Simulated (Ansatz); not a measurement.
Task: a ladder of methods at one geometry of C5H5, SMILES [CH]1C=CC=C1, with Ansatz 0.2.0, Python API. Give the script and its output. Level of theory (for the species named): BLYP, cc-pVDZ basis, multiplicity 2. The script varies functional: blyp, revpbe, lda, hf, r2scan.

```
atom    x (Å)    y (Å)    z (Å)
   C   0.1717  -1.3080  -0.0863
   C  -1.0388  -0.5368   0.3264
   C  -0.7673   0.7554   0.3918
   C   0.6223   0.9615   0.0335
   C   1.1708  -0.2092  -0.2433
   H  -0.0093  -1.7943  -1.0680
   H  -2.0088  -0.9669   0.5376
   H  -1.4747   1.5272   0.6643
   H   1.1336   1.9140  -0.0083
   H   2.2004  -0.3428  -0.5477
```

`run_methods.py`
```python
'''One geometry of C5H5, method by method.'''

from pathlib import Path

import ansatz
import numpy as np

GEOMETRY = '''
C     0.17170   -1.30800   -0.08630
C    -1.03880   -0.53680    0.32640
C    -0.76730    0.75540    0.39180
C     0.62230    0.96150    0.03350
C     1.17080   -0.20920   -0.24330
H    -0.00930   -1.79430   -1.06800
H    -2.00880   -0.96690    0.53760
H    -1.47470    1.52720    0.66430
H     1.13360    1.91400   -0.00830
H     2.20040   -0.34280   -0.54770
'''

geometry = ansatz.Crystal.molecule()
for line in GEOMETRY.strip().splitlines():
    symbol, *xyz = line.split()
    geometry = geometry.atom(symbol, [float(v) for v in xyz])

calculation = (
    geometry.calculation()
    .basis(gaussian='cc-pVDZ')
    .spin('collinear', total=1)
)

print('functional    E (Ha)        dipole (D)   HOMO (eV)  LUMO (eV)')
for name in ['blyp', 'revpbe', 'lda', 'hf', 'r2scan']:
    r = calculation.functional(name).forces().orbitals().run(runs_dir='runs').report
    lines = Path(r['orbitals_path']).read_text().splitlines()
    field_of = lambda key: [line.split('=')[1].strip() for line in lines if line.startswith(key)]
    orbitals = [(27.211386 * float(e), s, float(n)) for e, s, n in zip(field_of('Ene='), field_of('Spin='), field_of('Occup='))]
    homo = max(e for e, _, n in orbitals if n > 0.5)
    lumo = min(e for e, _, n in orbitals if n < 0.5)
    dipole = 4.803205 * np.linalg.norm(r['charge_distribution']['dipole_moment_e_ang'])
    print(f'{name:10s} {r["free_energy_ev"] / 27.211386246:14.6f} {dipole:9.3f} {homo:11.3f} {lumo:10.3f}')
```

`python run_methods.py` gives:
```text
functional    E (Ha)        dipole (D)   HOMO (eV)  LUMO (eV)
blyp          -193.337218     0.567      -5.093     -4.141
revpbe        -193.386735     0.569      -5.253     -4.119
lda           -191.616364     0.640      -5.476     -4.694
hf            -192.172531     0.657      -8.397      1.509
r2scan        -193.324113     0.582      -5.526     -3.794
```

What to keep in mind:
- Total energies depend on the basis set; only differences at equal settings carry meaning.
- The geometry is a force-field or estimated start, not a minimum of this method, and the basis set is short of its limit. A lower total doesn't mark the better method: functionals have no common bound, and MP2 and coupled cluster aren't variational.
- The run takes the species as open-shell (spin multiplicity 2), which needn't be its ground state.
- The expectation value of S² is noticeably off S(S+1) in at least one run, so that state is spin-contaminated.
- Levels such as HOMO and LUMO are orbital energies: with these approximate functionals they aren't the ionisation energy and electron affinity, and their gap isn't the fundamental gap.
- Wall time of the script: 47 s on 1 thread of Arm Neoverse V1, on a shared host, peak memory 0.33 GiB.
